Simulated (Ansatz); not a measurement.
# SiN (doublet): from Hartree-Fock to the top rungs at distance Si1–N2 = 1.222 Å, 6-31G

How much of the correlation energy of SiN (doublet) does each wave-function method recover here?

The runs use Ansatz 0.2.0, Gaussian basis; 6-31G, core rule «outside noble gas», up to 6 orbitals frozen.

To be run: UHF; CCSD(T) on ROHF; CCSD(T) on UHF; BCCD(T) on ROHF; CISD; CCSDT(Q) on ROHF; CCSDT(Q) on UHF; CISDTQ; CCSDTQ on ROHF; CCSDTQ on UHF; CASSCF and MRCISD+Q, 3 electrons in 3 orbitals; CASSCF and NEVPT2, 3 electrons in 3 orbitals; CASSCF and MRCISD+Q, 9 electrons in 8 orbitals; CASSCF and NEVPT2, 9 electrons in 8 orbitals; Full CI.

28 further runs of the same task are left out: 6 for a known fault of the program, 13 that didn't finish, 9 set aside as unsound or not needed.

## (1) What is computed

The geometry derives from a PBE0/def2-TZVP stationary point (not a proven minimum). One bond is set to the value named and the two fragments are kept rigid.

2 atoms, charge 0, spin multiplicity 2.

Atoms are counted from 1 here; the program's logs count them from 0.

Bond lengths: Si1–N2 1.222 Å.

Geometry (Å):

```
Si    0.0000    0.0000    0.0000
N     0.0000    0.0000    1.2220
```

## (2) UHF

Contents of in.yaml:

```yaml
crystal:
  periodic: [false, false, false]
  atoms:
    - {symbol: Si, position_ang: [0.000000, 0.000000, 0.000000]}
    - {symbol: N, position_ang: [0.000000, 0.000000, 1.222000]}
basis:
  gaussian: {orbitals: 6-31G}
magnetization: {spin_polarized: true, initial_magnetization: 1}
hamiltonian: {xc: hf}
output: {orbitals: {seedname: orbitals}}
```

Started as:

```console
> ansatz run in.yaml --threads 1 --pin off --events-out ev --progress --plain --max-ram 2393MiB
```

The runs that follow: CCSD(T) on ROHF; CCSD(T) on UHF; BCCD(T) on ROHF; CISD; CCSDT(Q) on ROHF; CCSDT(Q) on UHF; CISDTQ; CCSDTQ on ROHF; CCSDTQ on UHF; CASSCF and MRCISD+Q, 3 electrons in 3 orbitals; CASSCF and NEVPT2, 3 electrons in 3 orbitals; CASSCF and MRCISD+Q, 9 electrons in 8 orbitals; CASSCF and NEVPT2, 9 electrons in 8 orbitals; Full CI.

**Question.** What will the summary of the whole plan be? Wanted: FCI below the RHF energy; RMP2 from FCI; UMP2 from FCI; RCCSD from FCI; RCCSD(T) from FCI; UCCSD(T) from FCI; RCCSDT(Q) from FCI; UCCSDT(Q) from FCI; NEVPT2 pair from FCI.

As calculated:

| quantity | value |
| --- | --- |
| FCI below the RHF energy | -4.2668 eV |
| RMP2 from FCI | +16.51 kcal/mol |
| UMP2 from FCI | +16.73 kcal/mol |
| RCCSD from FCI | +3.79 kcal/mol |
| RCCSD(T) from FCI | +0.99 kcal/mol |
| UCCSD(T) from FCI | +1.16 kcal/mol |
| RCCSDT(Q) from FCI | +0.01 kcal/mol |
| UCCSDT(Q) from FCI | -0.01 kcal/mol |
| NEVPT2 pair from FCI | +14.74 kcal/mol |
| MRCISD+Q pair from FCI | +1.03 kcal/mol |
| NEVPT2 valence from FCI | +9.38 kcal/mol |
| levels within 1 kcal/mol (43 meV) | RCCSD(T), RCCSDT, UCCSDT, CISDTQ, RCCSDT(Q), UCCSDT(Q), RCCSDTQ, UCCSDTQ |
| T1 diagnostic | 0.069 |
| effectively unpaired electrons | 1.09 |

In words: RCCSD(T) misses by +0.99 kcal/mol, 1.0 % of the correlation energy. The occupations are near whole numbers, but T1 = 0.069 shows that the orbitals relax strongly. Of the multireference levels listed MRCISD+Q pair comes nearest in total energy (+1.03 kcal/mol), which doesn't show that its space is the better one. These misses are within one basis, not against nature; the frozen cores of restricted and unrestricted runs differ, which can shift their rows.
